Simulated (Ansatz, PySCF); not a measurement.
Reaction: N2 (molecular nitrogen, SMILES N#N) → N2+ (parent SMILES N#N, doublet) + e-
Each species at its own B3LYP-D3(BJ)/def2-TZVP minimum (Ansatz, a program for electronic structure).

Quantity: adiabatic ionisation energy (0 K, zero-point energies from PySCF's Hessians at B3LYP-D3(BJ)/def2-TZVP), in eV. UHF or UKS for unpaired electrons; spin-orbit terms are left out. Cores are frozen in correlated methods. No relativity. CBS(X,Y): correlation extrapolated as X^-3, Hartree-Fock from the larger set (Q,5: extrapolated as (X+1)exp(-9√X)). A bracket is a step between two methods taken in the basis named. Double hybrids freeze cores in their MP2 part. The determinant of N2+ (parent SMILES N#N, doublet) is a saddle point of the SCF energy; a lower one exists, which strains HF and MP2.

Measured: 15.58 eV (CCCBDB table in ASE).

Question: How far off this value is PBE/def2-TZVPD (Ansatz), in which direction, and how far these levels: B3LYP/def2-TZVPD, PBE0/def2-TZVPD, B2PLYP/def2-TZVPD, CCSD(T)/CBS(cc-pVQZ,cc-pV5Z)?

Answer: PBE gives 15.36 eV, 0.22 eV below it. Errors of the others: B3LYP/def2-TZVPD (Ansatz) 0.24; PBE0/def2-TZVPD (Ansatz) 0.16; B2PLYP/def2-TZVPD (Ansatz) 0.14; CCSD(T)/CBS(cc-pVQZ,cc-pV5Z) (Ansatz) 0.03; CCSD(T)/CBS(cc-pVQZ,cc-pV5Z) + [CCSDT(Q) - CCSD(T)]/cc-pVQZ + [CCSDTQ - CCSDT(Q)]/cc-pVDZ (Ansatz) -0.01 eV.
